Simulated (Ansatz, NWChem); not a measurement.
## SiO: a line through the functionals

SiO has 2 atoms, charge 0, and is taken as a singlet. SMILES: `O=[Si]`. The shape is that of a PBE0-D4/def2-TZVP optimisation.

The HOMO–LUMO gap y, in eV, basis def2-TZVPPD; a is the functional's share of exact exchange. Programs: Ansatz 0.2.0, NWChem 7.3.0.

| functional | program | a | y (eV) |
| --- | --- | --- | --- |
| TPSS | NWChem | 0 | 4.79 |
| revPBE | Ansatz | 0 | 4.61 |
| B3LYP | Ansatz | 0.2 | 6.37 |
| PBE0 | Ansatz | 0.25 | ? |
| r2SCAN0 | Ansatz | 0.25 | 7.09 |
| BHLYP | Ansatz | 0.5 | 8.91 |

Question: Fit y = c + s·a to the known rows and predict PBE0.

Answer: 
1. Means of the 5 rows: a = 0.1900, y = 6.354.
2. Σ(Δa)² = 0.172, Σ(Δa·Δy) = 1.4652, so the slope is 1.4652/0.172 = 8.5186.
3. Intercept: 6.354 − (8.5186) × 0.1900 = 4.735. The largest residual of the fit is 0.23.
4. PBE0: 4.735 + (8.5186) × 0.25 = 6.86 eV.

The run gave 6.80 eV, so the prediction is off by +0.06 eV, within the scatter of the fit. Exact exchange lowers occupied levels and raises empty ones.
